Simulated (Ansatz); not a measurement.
We consider hexagonal-diamond C (model structure), described by PBE-D3(BJ) (PAW; Ansatz, a quantum-chemistry and plane-wave program).

Numerical settings: plane-wave cutoff 500 eV, 18×18×8 k mesh (along the axes of the cell as run), gaussian smearing 0.02 eV, scalar-relativistic PAW data made under PBE.

Cell (relaxed at this level):

```cif
data_C4
_chemical_formula_sum 'C4'
_space_group_name_H-M_alt 'P 1'
_space_group_IT_number 1
_cell_length_a 2.50128
_cell_length_b 2.50128
_cell_length_c 4.16332
_cell_angle_alpha 90.000
_cell_angle_beta 90.000
_cell_angle_gamma 120.000
loop_
_space_group_symop_operation_xyz
  'x, y, z'
loop_
_atom_site_label
_atom_site_type_symbol
_atom_site_fract_x
_atom_site_fract_y
_atom_site_fract_z
_atom_site_occupancy
C1 C 0.33333 0.66667 0.06277 1
C2 C 0.66667 0.33333 0.56277 1
C3 C 0.66667 0.33333 0.93723 1
C4 C 0.33333 0.66667 0.43723 1
```

What does this level give for the band gap?


* **band gap**: 3.31 eV (on the SCF k mesh)

The computed numbers hold no vibrational or temperature effects.

It cost very roughly 18 core-seconds of CPU time.

A model structure was made by putting elements into a prototype or built by hand; here it ended with the formula and space group of a phase in our tables.
